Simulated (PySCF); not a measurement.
Where does 1-methoxypropane take a proton?

Parent: `CCCOC` (C4H10O). Numbering: `[CH3:1][CH2:2][CH2:3][O:4][CH3:5]`

Computed at ωB97X-D3(BJ)/def2-TZVP // PBE0-D3(BJ)/def2-SVP with PySCF (density fitting, grid level 2). ωB97X-D3(BJ) is ωB97X-V with D3(BJ) in place of VV10. Thermal corrections: PBE0-D3(BJ)/def2-SVP frequencies, unscaled, ideal gas at 298.15 K and 1 bar, quasi-RRHO entropy.

| site | product | PA / eV | GB / eV |
| --- | --- | --- | --- |
| O4 (ether oxygen) | `CCC[OH+]C` | 8.52 | 8.21 |

PA is −ΔH and GB is −ΔG of B + H⁺ → BH⁺ in the gas phase. Sites whose products fell apart, merged with another or lost in a GFN2-xTB screen aren't listed.

Measured values (NIST Chemistry WebBook, evaluated or the median of agreeing entries): proton affinity (−ΔH) 815 kJ/mol (computed 823, difference 8); gas-phase basicity (−ΔG) 786 kJ/mol (computed 792, difference 7).

Differences come from unrounded values, so a last digit can differ from that of the printed terms.
